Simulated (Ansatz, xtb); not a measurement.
**Relative energy of two isomers of C3H2FNS**

We compare I, `Fc1ccsn1`, a singlet, with II, `Fc1ccns1`, a singlet. Both are isolated molecules in the gas phase, relaxed with r2SCAN-D4/def2-SVP.

I (Å):

```json
{"atom": "C", "x (Å)": "-2.3160", "y (Å)": "-1.0920", "z (Å)": "-1.5975"}
{"atom": "C", "x (Å)": "-2.5417", "y (Å)": "-0.1389", "z (Å)": "-0.5632"}
{"atom": "C", "x (Å)": "-1.3974", "y (Å)": "0.6010", "z (Å)": "-0.3872"}
{"atom": "F", "x (Å)": "-3.2551", "y (Å)": "-1.9439", "z (Å)": "-1.9799"}
{"atom": "N", "x (Å)": "-1.1484", "y (Å)": "-1.1220", "z (Å)": "-2.1813"}
{"atom": "S", "x (Å)": "-0.1960", "y (Å)": "0.0539", "z (Å)": "-1.4900"}
{"atom": "H", "x (Å)": "-3.4752", "y (Å)": "-0.0274", "z (Å)": "-0.0113"}
{"atom": "H", "x (Å)": "-1.2173", "y (Å)": "1.4142", "z (Å)": "0.3182"}
```

II (Å):

```yaml
atoms:
  - { symbol: C, position_ang: [-2.2416, -1.0078, -1.8071] }
  - { symbol: C, position_ang: [-2.6242, 0.0641, -1.0385] }
  - { symbol: C, position_ang: [-1.5524, 0.4036, -0.1690] }
  - { symbol: F, position_ang: [-2.9516, -1.6215, -2.7347] }
  - { symbol: N, position_ang: [-0.4472, -0.3166, -0.2402] }
  - { symbol: S, position_ang: [-0.6309, -1.5003, -1.4072] }
  - { symbol: H, position_ang: [-3.5950, 0.5559, -1.1032] }
  - { symbol: H, position_ang: [-1.5809, 1.2234, 0.5575] }
```

Estimate E(II) − E(I) at the level CCSD(T)/def2-SVP + ΔMP2/def2-TZVPP.

Calculated at CCSD(T)/def2-SVP + ΔMP2/def2-TZVPP: E(II) − E(I) = +8.8 kcal/mol, so structure I lies lower.

How the difference moves with the method:

```
                             level            geometry  E(II) − E(I) (kcal/mol)  departure from the last row (kcal/mol)  job, with rough time for the two
                          GFN2-xTB            GFN2-xTB                      +4.7                                    −4.0               optimisation, 0.2 s
                         HF/STO-3G            GFN2-xTB                      +2.4                                    −6.4              single point, 0.42 s
      r2SCAN-D4/def2-SVP//GFN2-xTB            GFN2-xTB                      +8.6                                    −0.2               single point, 2.8 s
                r2SCAN-D4/def2-SVP  r2SCAN-D4/def2-SVP                      +8.4                                    −0.4                optimisation, 29 s
                       HF/def2-SVP  r2SCAN-D4/def2-SVP                     +10.2                                    +1.5           part of the CCSD(T) run
                      MP2/def2-SVP  r2SCAN-D4/def2-SVP                      +8.8                                     0.0           part of the CCSD(T) run
                  CCSD(T)/def2-SVP  r2SCAN-D4/def2-SVP                      +8.4                                    −0.4                      single point
CCSD(T)/def2-SVP + ΔMP2/def2-TZVPP  r2SCAN-D4/def2-SVP                      +8.8                                                        single point, 24 s
```

As drawn, both hold the same kinds of bond in the same numbers.

None of the levels shown reverses the order. The largest departure from CCSD(T)/def2-SVP + ΔMP2/def2-TZVPP is that of HF/STO-3G, 6.4 kcal/mol. The last row adds to CCSD(T) the change of the MP2 difference between the two basis sets, here +0.4 kcal/mol.

With harmonic frequencies from r2SCAN-D4/def2-SVP (ideal gas, rigid rotor, one conformer each, 298.15 K, 1 atm): the zero-point term adds 0.0 kcal/mol; ΔH is +8.8 and ΔG +8.7 kcal/mol.

The correlated steps freeze 10 core orbitals. Run with Ansatz 0.2.0, xtb 6.7.1; the last row on 2 threads of Intel(R) Xeon(R) Processor @ 2.70GHz on a shared host.
